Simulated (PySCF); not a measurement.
## Cl: ionisation energy

Cl [Ne] 3s2 3p5 (2P) → Cl⁺ [Ne] 3s2 3p4 (3P), as a difference of total energies. Calculation: PySCF 2.14, in aug-cc-pV(T+d)Z (6s5p4d2f, 55 functions); the non-relativistic Hamiltonian (point nucleus). Correlated levels: valence: [Ne] frozen. The calculations carry no spin-orbit coupling.

Order these methods by the ionisation energy they give, lowest first.
A. B3LYP
B. M06
C. B2PLYP
D. MP2 (valence)

D (12.769 eV), B (12.885 eV), C (12.906 eV), A (13.074 eV).

Errors of the correlated levels include the incompleteness of this basis and the frozen core.

For comparison: 12.974 eV (measured; NIST levels, between the centres of gravity of the two terms).
